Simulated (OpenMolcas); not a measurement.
# CH5FSi (SMILES C[SiH2]F) at 6 levels

Aim: a comparison of 6 runs (HF/3-21G, B3LYP/6-31G*, TPSS/6-311+G**, revPBE/6-311+G**, MP2/6-311+G**, CCSD(T)/6-311+G**) of CH5FSi. 

The results are computed with OpenMolcas 26.06.

1 further run of the same task is left out (set aside as unsound or not needed).

## Step 1: Starting point

The species is CH5FSi (8 atoms), meant as a singlet with charge 0. SMILES: `C[SiH2]F`. The coordinates come from a PBE0-D4/def2-TZVP relaxation.

Bond lengths: C1–Si2 1.853 Å, Si2–F3 1.604 Å, C1–H4 1.092 Å, C1–H5 1.094 Å, C1–H6 1.092 Å, Si2–H7 1.485 Å, Si2–H8 1.485 Å. Some angles: C1–Si2–F3 109.4°, C1–Si2–H7 111.5°, C1–Si2–H8 111.5°, F3–Si2–H7 107.3°, F3–Si2–H8 107.3°, Si2–C1–H4 111.0°, Si2–C1–H5 110.1°, Si2–C1–H6 111.1°, H7–Si2–H8 109.7°, H4–C1–H5 108.1°.

## Step 2: Energy and forces at HF/3-21G (run 1)

The input, struct.xyz:

```xyz
8

C     -0.521400     0.700300    -0.437000
Si     0.448400    -0.642000     0.395200
F      1.946500    -0.649600    -0.178800
H     -0.562400     0.542500    -1.517100
H     -1.546700     0.713200    -0.056500
H     -0.077200     1.680300    -0.248400
H      0.538700    -0.420800     1.860700
H     -0.133700    -1.981200     0.126000
```

The input, test.input:

```
>>> EXPORT MOLCAS_PRINT=2
&GATEWAY
BasLib=$CurrDir
Coord=struct.xyz
Basis=3-21G
Group=NoSym
&SEWARD
&SCF
Thresholds=1e-10 1e-07 1e-07 1e-05
PrOrbitals=1 1
&ALASKA
```

The basis set 3-21G is read from a file made from the Basis Set Exchange's data (not shown).

On the command line:

```sh
$ export MOLCAS_MEM=1860
$ pymolcas test.input > test.log
```

The log of the run:

```text
--- Start Module: gateway ---
[...]
--- Stop Module: gateway /rc=_RC_ALL_IS_WELL_ ---
[...]
      Basis functions           41
[...]
--- Start Module: scf ---
[...]
       Convergence after  11 Iterations
[...]
::    Total SCF energy                               -426.9203059188
[...]
      Total spin, S                                     0.0000000000
[...]
      Total electronic charge=   34.000000
      Total            charge=   -0.000000
[...]
      Dipole Moment (debye):
      Origin of the operator (angstrom)=    0.6479   -0.3337    0.0403
                   X= -2.0258E+00               Y=  5.6957E-01               Z=  2.7356E-01           Total=  2.1221E+00
      Quadrupole Moment (debye*angstrom):
[...]
--- Stop Module: scf /rc=_RC_ALL_IS_WELL_ ---
--- Start Module: alaska ---
[...]
 *              Molecular gradients               *
 **************************************************
  Irreducible representation: a
 ------------------------------------------------------------------------------------------
                              X                       Y                       Z
 ------------------------------------------------------------------------------------------
  C1                1.13341112849161E-02   -1.17506509272198E-02    6.13767373024920E-03
  SI2               1.14768067125119E-02    1.33558507005924E-02   -1.64439910418563E-02
  F3               -2.62460582447606E-02    6.18692508302043E-04    9.59837636982019E-03
  H4                5.80276778313016E-04   -2.43746280024706E-03   -4.84465097525222E-03
  H5               -4.16668180017288E-03   -1.28279393864028E-03    2.73774736088084E-03
  H6                3.24979572552853E-03    3.86430320408149E-03    2.14639724154747E-03
  H7                2.17641817462499E-03   -5.16313936525292E-04    1.08456069104523E-03
  H8                1.59533136902956E-03   -1.85162481036283E-03   -4.16113376413285E-04
[...]
--- Stop Module: alaska /rc=_RC_ALL_IS_WELL_ ---
[...]
```

Run time: 2.1 s. Hardware: 1 thread of Arm Neoverse V1, shared host; peak memory 0.37 GiB.

## Step 3: Energy and gradient at B3LYP/6-31G(d) (Cartesian functions) (run 2)

The input, calc.input:

```
&GATEWAY
  BasLib=$CurrDir
  BasisSet
  C.6-31Gs....
  C1 -0.521400 0.700300 -0.437000 angstrom
  End of Basis
  BasisSet
  Si.6-31Gs....
  Si2 0.448400 -0.642000 0.395200 angstrom
  End of Basis
  BasisSet
  F.6-31Gs....
  F3 1.946500 -0.649600 -0.178800 angstrom
  End of Basis
  BasisSet
  H.6-31Gs....
  H4 -0.562400 0.542500 -1.517100 angstrom
  H5 -1.546700 0.713200 -0.056500 angstrom
  H6 -0.077200 1.680300 -0.248400 angstrom
  H7 0.538700 -0.420800 1.860700 angstrom
  H8 -0.133700 -1.981200 0.126000 angstrom
  End of Basis

&SEWARD
  GridInput
  Grid=UltraFine
  End of Grid

&SCF
  KSDFT=B3LYP
  Thresholds=1e-10 1e-07 1e-07 1e-05
  PrOrbitals=0

&ALASKA
```

The basis set 6-31G* is read from a file made from the Basis Set Exchange's data (not shown).

On the command line:

```sh
$ export MOLCAS_MEM=1860
$ pymolcas calc.input > calc.log
```

The log of the run:

```text
--- Start Module: gateway ---
[...]
--- Stop Module: gateway /rc=_RC_ALL_IS_WELL_ ---
[...]
      Basis functions           59
[...]
--- Start Module: scf ---
[...]
       Convergence after  12 Iterations
[...]
::    Total KS-DFT energy                            -430.5128943329
[...]
      Total spin, S                                     0.0000000000
[...]
      Total electronic charge=   34.000000
      Total            charge=   -0.000000
[...]
      Dipole Moment (debye):
      Origin of the operator (angstrom)=    0.6479   -0.3337    0.0403
                   X= -1.5806E+00               Y=  6.3394E-01               Z=  4.2800E-02           Total=  1.7035E+00
      Quadrupole Moment (debye*angstrom):
[...]
--- Stop Module: scf /rc=_RC_ALL_IS_WELL_ ---
[...]
--- Start Module: alaska ---
[...]
 *              Molecular gradients               *
 **************************************************
  Irreducible representation: a
 ------------------------------------------------------------------------------------------
                              X                       Y                       Z
 ------------------------------------------------------------------------------------------
  C1                2.29330579748410E-03   -1.40666384370647E-03    3.25997486529062E-04
  SI2               1.96065783340682E-03    4.28464842874110E-03   -4.58751726757978E-03
  F3               -1.00727951337660E-02    9.90321108185199E-06    3.87704262877442E-03
  H4                4.59107764789135E-04   -3.91119194639161E-04    2.12656297138913E-03
  H5                2.40749428827147E-03   -8.27920722209774E-04   -1.83996027550704E-04
  H6               -3.04704631788777E-04   -2.15243868213699E-03    1.39610712829141E-04
  H7                1.43192145118085E-03   -2.22487769571844E-04   -1.35825631197317E-03
  H8                1.82501263044976E-03    7.06078572453528E-04   -3.39444192450911E-04
[...]
--- Stop Module: alaska /rc=_RC_ALL_IS_WELL_ ---
[...]
```

Run time: 20 s. Hardware: 1 thread of Arm Neoverse V1, shared host; peak memory 0.39 GiB.

Run 3 isn't shown in full; the table further down has it.

## Step 4: Energy and forces at revPBE/6-311+G(d,p) (run 4)

The input, geom.xyz:

```xyz
8

C     -0.521400     0.700300    -0.437000
Si     0.448400    -0.642000     0.395200
F      1.946500    -0.649600    -0.178800
H     -0.562400     0.542500    -1.517100
H     -1.546700     0.713200    -0.056500
H     -0.077200     1.680300    -0.248400
H      0.538700    -0.420800     1.860700
H     -0.133700    -1.981200     0.126000
```

The input, test.inp:

```
* CH5FSi Kohn-Sham DFT

&GATEWAY
 BasLib
 $CurrDir
 Coord
 geom.xyz
 Basis
 6-311pGss
 Group
 NoSym

&SEWARD
 GridInput
 Grid=UltraFine
 End of Grid

&SCF
 KSDFT
 revPBE
 Thresholds
 1e-10 1e-07 1e-07 1e-05
 PrOrbitals
 0

&ALASKA
```

The basis set 6-311+G** is read from a file made from the Basis Set Exchange's data (not shown).

On the command line:

```sh
$ export MOLCAS_MEM=1860
$ pymolcas test.inp > test.log
```

The log of the run:

```text
--- Start Module: gateway ---
[...]
--- Stop Module: gateway /rc=_RC_ALL_IS_WELL_ ---
[...]
      Basis functions          104
[...]
--- Start Module: scf ---
[...]
       Convergence after  16 Iterations
[...]
::    Total KS-DFT energy                            -430.4495338970
[...]
      Total spin, S                                     0.0000000000
[...]
      Total electronic charge=   34.000000
      Total            charge=   -0.000000
[...]
      Dipole Moment (debye):
      Origin of the operator (angstrom)=    0.6479   -0.3337    0.0403
                   X= -1.7524E+00               Y=  6.3648E-01               Z=  1.0710E-01           Total=  1.8675E+00
      Quadrupole Moment (debye*angstrom):
[...]
--- Stop Module: scf /rc=_RC_ALL_IS_WELL_ ---
[...]
--- Start Module: alaska ---
[...]
 *              Molecular gradients               *
 **************************************************
  Irreducible representation: a
 ------------------------------------------------------------------------------------------
                              X                       Y                       Z
 ------------------------------------------------------------------------------------------
  C1                1.15982505023915E-03   -1.69102449092229E-03    1.01611457388318E-03
  SI2               2.17335891196937E-02    2.86523890515200E-03   -1.09779983551332E-02
  F3               -2.91207936856281E-02    4.06714180475998E-04    1.09058652434726E-02
  H4                5.96088554135843E-04    4.32489386156032E-04    5.78890701265111E-03
  H5                5.67041589942896E-03   -4.91172931106176E-04   -1.73430677544983E-03
  H6               -1.91351995504707E-03   -5.42397731355226E-03   -7.63305526207458E-04
  H7               -2.17029581082544E-04   -7.36972960266036E-04   -5.09884551587803E-03
  H8                2.09142459815137E-03    4.63870522411414E-03    8.63569342656301E-04
[...]
--- Stop Module: alaska /rc=_RC_ALL_IS_WELL_ ---
[...]
```

Wall time 45 s (1 thread of Arm Neoverse V1, shared host); peak memory 0.59 GiB.

Run 5 isn't shown in full; the table further down has it.

## Step 5: A single-point energy at CCSD(T)/6-311+G(d,p) (Cholesky decomposition) (run 6)

The input, coord.xyz:

```xyz
8

C     -0.521400     0.700300    -0.437000
Si     0.448400    -0.642000     0.395200
F      1.946500    -0.649600    -0.178800
H     -0.562400     0.542500    -1.517100
H     -1.546700     0.713200    -0.056500
H     -0.077200     1.680300    -0.248400
H      0.538700    -0.420800     1.860700
H     -0.133700    -1.981200     0.126000
```

The input, mol.input:

```
* CH5FSi CCSD(T)

&GATEWAY
  BasLib=$CurrDir
  Coord=coord.xyz
  Basis=6-311pGss
  Group=NoSym

&SEWARD
  High

&SCF
  Thresholds=1e-10 1e-07 1e-07 1e-05
  PrOrbitals=1 1

&CHCC
  Frozen=7
  Threshold=1e-08
  MaxIterations=80

&CHT3
  Frozen=7
```

The basis set 6-311+G** is read from a file made from the Basis Set Exchange's data (not shown).

On the command line:

```sh
$ export MOLCAS_MEM=1860
$ pymolcas mol.input > mol.log
```

The log of the run:

```text
--- Start Module: gateway ---
[...]
--- Stop Module: gateway /rc=_RC_ALL_IS_WELL_ ---
[...]
      Basis functions          104
[...]
       Convergence after  13 Iterations
[...]
::    Total SCF energy                               -429.2648395471
[...]
      Total spin, S                                     0.0000000000
[...]
      Total electronic charge=   34.000000
      Total            charge=   -0.000000
[...]
      Dipole Moment (debye):
      Origin of the operator (angstrom)=    0.6479   -0.3337    0.0403
                   X= -1.9727E+00               Y=  5.6628E-01               Z=  2.5591E-01           Total=  2.0683E+00
      Quadrupole Moment (debye*angstrom):
[...]
--- Start Module: chcc ---
[...]
--- Stop Module: chcc /rc=_RC_ALL_IS_WELL_ ---
[...]
--- Start Module: cht3 ---
[...]
--- Stop Module: cht3 /rc=_RC_ALL_IS_WELL_ ---
[...]
```

Run time: 4.1 min. Hardware: 1 thread of Arm Neoverse V1, shared host; peak memory 0.17 GiB.

## Step 6: Overview of the runs

```tsv
run	level	Cartesian functions	integration grid	energy (Eh)	dipole moment (D) of the reference	HOMO energy (eV)	LUMO energy (eV)	wall time
1	HF/3-21G	no	–	-426.920306	2.12	-12.59	4.82	2.1 s
2	B3LYP/6-31G* (Cartesian functions)	yes	UltraFine	-430.512894	1.70	-8.77	0.75	20 s
3	TPSS/6-311+G**	no	UltraFine	-430.601603	1.86	-8.05	-0.40	60 s
4	revPBE/6-311+G**	no	UltraFine	-430.449534	1.87	-7.87	-0.54	45 s
5	MP2/6-311+G**	no	–	-429.732664	2.07	-12.70	1.54	11 s
6	CCSD(T)/6-311+G** (Cholesky decomposition)	no	–	-429.777834	2.07	-12.70	1.54	4.1 min
```

## Step 7: Results

```
                                          quantity          value
                               run 6: total energy  -429.77783 Eh
         run 6: dipole moment (mean-field density)         2.07 D
        run 6: HOMO energy (Hartree–Fock orbitals)      -12.70 eV
        run 6: LUMO energy (Hartree–Fock orbitals)        1.54 eV
      run 6: HOMO–LUMO gap (Hartree–Fock orbitals)       14.24 eV
run 6: correlation energy (7 core orbitals frozen)     -513.0 mEh
                             run 6: (T) correction     -12.57 mEh
```

In words: Over runs 1, 2, 3, 4 the dipole moment (its size) runs from 1.70 D (B3LYP/6-31G*) to 2.12 D (HF/3-21G). The two ends differ in method and basis. Over runs 1, 2, 3, 4 the HOMO–LUMO gap runs from 7.32 eV (revPBE/6-311+G**) to 17.41 eV (HF/3-21G). Totals of different functionals can't be ranked against each other. All runs together took 6.4 min, the longest 4.1 min.
